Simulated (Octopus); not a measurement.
# CH2FN (SMILES [H]/N=C/F), step by step

Aim: energy and forces (PBEsol), then energy and gradient (PBEsol), then energy and forces (PBEsol), then energy and forces (PBEsol), then energy and gradient (PBEsol) of CH2FN. The setting varied is the grid spacing. 

Program for the calculation: Octopus 16.4.

3 further runs of the same task are left out: 3 set aside as unsound or not needed.

**1. Starting point**

CH2FN: 5 atoms, total charge 0, spin state singlet. SMILES: `[H]/N=C/F`. Geometry: relaxed at PBE0-D4/def2-TZVP.

Bond lengths: N1–C2 1.242 Å, C2–F3 1.328 Å, N1–H4 1.016 Å, C2–H5 1.092 Å. Angles: N1–C2–F3 120.0°, N1–C2–H5 129.8°, F3–C2–H5 110.2°, C2–N1–H4 110.6°.

**2. Energy and forces at PBEsol (scalar, in the pseudopotentials, pseudodojo_pbesol potentials, box margin 5 angstrom, extra states 0, grid spacing 0.195 angstrom, mix field default) (run 4)**

The run is started by

```
$ OMP_NUM_THREADS=1 octopus > gs.log
```

Output:

```text
Version                : 16.4
[... 175 lines left out ...]
Converged eigenvectors: 0
#  State  Eigenvalue [eV]  Occupation    Error
[... 9 lines left out ...]
Converged eigenvectors: 0
#  State  Eigenvalue [eV]  Occupation    Error
[... 52 lines left out ...]
Converged eigenvectors: 0
#  State  Eigenvalue [eV]  Occupation    Error
[... 9 lines left out ...]
Converged eigenvectors: 1
#  State  Eigenvalue [eV]  Occupation    Error
[... 6 lines left out ...]
Info: SCF converged in   18 iterations
[... 1 line left out ...]
**   Some of the states are not fully converged!
[... 1 line left out ...]
Octopus emitted 2 warnings.
```

It took 30 s on 1 thread of Intel Xeon, shared host; peak memory 0.12 GiB.

**3. Energy and forces at PBEsol (scalar, in the pseudopotentials, pseudodojo_pbesol potentials, box margin 4.99998 angstrom, extra states 0, grid spacing 0.171983 angstrom, mix field default) (run 5)**

The run is started by

```
$ OMP_NUM_THREADS=1 octopus > gs.log
```

Output:

```text
Version                : 16.4
[... 170 lines left out ...]
Converged eigenvectors: 0
#  State  Eigenvalue [eV]  Occupation    Error
[... 9 lines left out ...]
Converged eigenvectors: 0
#  State  Eigenvalue [eV]  Occupation    Error
[... 43 lines left out ...]
Converged eigenvectors: 0
#  State  Eigenvalue [eV]  Occupation    Error
[... 9 lines left out ...]
Converged eigenvectors: 0
#  State  Eigenvalue [eV]  Occupation    Error
[... 6 lines left out ...]
Info: SCF converged in   15 iterations
[... 1 line left out ...]
**   Some of the states are not fully converged!
[... 1 line left out ...]
Octopus emitted 1 warning.
```

Wall time 33 s (1 thread of Intel Xeon, shared host); peak memory 0.16 GiB.

**4. Energy and gradient at PBEsol (scalar, in the pseudopotentials, pseudodojo_pbesol potentials, box margin 5 angstrom, extra states 0, grid spacing 0.15 angstrom, mix field default) (run 6)**

The run is started by

```
$ OMP_NUM_THREADS=1 octopus > gs.log
```

Output:

```text
Version                : 16.4
[... 170 lines left out ...]
Converged eigenvectors: 0
#  State  Eigenvalue [eV]  Occupation    Error
[... 9 lines left out ...]
Converged eigenvectors: 0
#  State  Eigenvalue [eV]  Occupation    Error
[... 46 lines left out ...]
Converged eigenvectors: 0
#  State  Eigenvalue [eV]  Occupation    Error
[... 9 lines left out ...]
Converged eigenvectors: 0
#  State  Eigenvalue [eV]  Occupation    Error
[... 6 lines left out ...]
Info: SCF converged in   16 iterations
[... 1 line left out ...]
**   Some of the states are not fully converged!
[... 1 line left out ...]
Octopus emitted 1 warning.
```

Run time: 52 s. Hardware: 1 thread of Intel Xeon, shared host; peak memory 0.22 GiB.

Run 7 isn't shown in full; the table further down has it.

**5. Energy and forces at PBEsol (scalar, in the pseudopotentials, pseudodojo_pbesol potentials, box margin 5 angstrom, extra states 0, grid spacing 0.117 angstrom, mix field default) (run 8)**

The run is started by

```
$ OMP_NUM_THREADS=1 octopus > gs.log
```

Output:

```text
Version                : 16.4
[... 170 lines left out ...]
Converged eigenvectors: 0
#  State  Eigenvalue [eV]  Occupation    Error
[... 9 lines left out ...]
Converged eigenvectors: 0
#  State  Eigenvalue [eV]  Occupation    Error
[... 46 lines left out ...]
Converged eigenvectors: 0
#  State  Eigenvalue [eV]  Occupation    Error
[... 9 lines left out ...]
Converged eigenvectors: 0
#  State  Eigenvalue [eV]  Occupation    Error
[... 6 lines left out ...]
Info: SCF converged in   16 iterations
[... 1 line left out ...]
**   Some of the states are not fully converged!
[... 1 line left out ...]
Octopus emitted 1 warning.
```

It took 2.2 min on 1 thread of Intel Xeon, shared host; peak memory 0.44 GiB.

**6. The series**

```csv
run,level,grid spacing,box margin,energy (Eh),dipole moment (D),HOMO energy (eV),wall time
4,"PBEsol (scalar, in the pseudopotentials, pseudodojo_pbesol potentials, box margin 5 angstrom, extra states 0, grid spacing 0.195 angstrom, mix field default)",0.195,5,-42.121394,2.69,-7.21,30 s
5,"PBEsol (scalar, in the pseudopotentials, pseudodojo_pbesol potentials, box margin 4.99998 angstrom, extra states 0, grid spacing 0.171983 angstrom, mix field default)",0.171983,4.99998,-42.061938,2.67,-7.20,33 s
6,"PBEsol (scalar, in the pseudopotentials, pseudodojo_pbesol potentials, box margin 5 angstrom, extra states 0, grid spacing 0.15 angstrom, mix field default)",0.15,5,-42.044861,2.67,-7.19,52 s
7,"PBEsol (scalar, in the pseudopotentials, pseudodojo_pbesol potentials, box margin 5 angstrom, extra states 0, grid spacing 0.132 angstrom, mix field default)",0.132,5,-42.038918,2.67,-7.19,1.7 min
8,"PBEsol (scalar, in the pseudopotentials, pseudodojo_pbesol potentials, box margin 5 angstrom, extra states 0, grid spacing 0.117 angstrom, mix field default)",0.117,5,-42.037134,2.67,-7.19,2.2 min
```

Convergence of the total energy of singlet CH2FN with the grid spacing, against the last point:

```csv
grid spacing,from the last (mEh),wall time
0.195 Å,-84.259,30 s
0.171983 Å,-24.804,33 s
0.15 Å,-7.727,52 s
0.132 Å,-1.784,1.7 min
0.117 Å,+0.000,2.2 min
```

Convergence of the dipole moment of singlet CH2FN with the grid spacing, against the last point:

```csv
grid spacing,from the last (D),wall time
0.195 Å,+0.0237,30 s
0.171983 Å,+0.0052,33 s
0.15 Å,+0.0014,52 s
0.132 Å,+0.0004,1.7 min
0.117 Å,+0.0000,2.2 min
```

**7. Outcome**

```
                               quantity         value
            run 8, PBEsol: total energy  -42.03713 Eh
           run 8, PBEsol: dipole moment        2.67 D
             run 8, PBEsol: HOMO energy      -7.19 eV
run 8, PBEsol: largest force on an atom    0.735 eV/Å
```

In words: For the total energy of singlet CH2FN to stay within 10 mEh of the last point, 0.15 Å is the first point of the series from which all later ones do (52 s against 2.2 min). For the total energy of singlet CH2FN to stay within 2 mEh of the last point, 0.132 Å is the first point of the series from which all later ones do (1.7 min against 2.2 min). For the dipole moment of singlet CH2FN to stay within 0.02 D of the last point, 0.171983 Å is the first point of the series from which all later ones do (33 s against 2.2 min). For the dipole moment of singlet CH2FN to stay within 0.005 D of the last point, 0.15 Å is the first point of the series from which all later ones do (52 s against 2.2 min). Over the runs the total energy spans 2.293 eV. All runs together took 5.9 min, the longest 2.2 min.
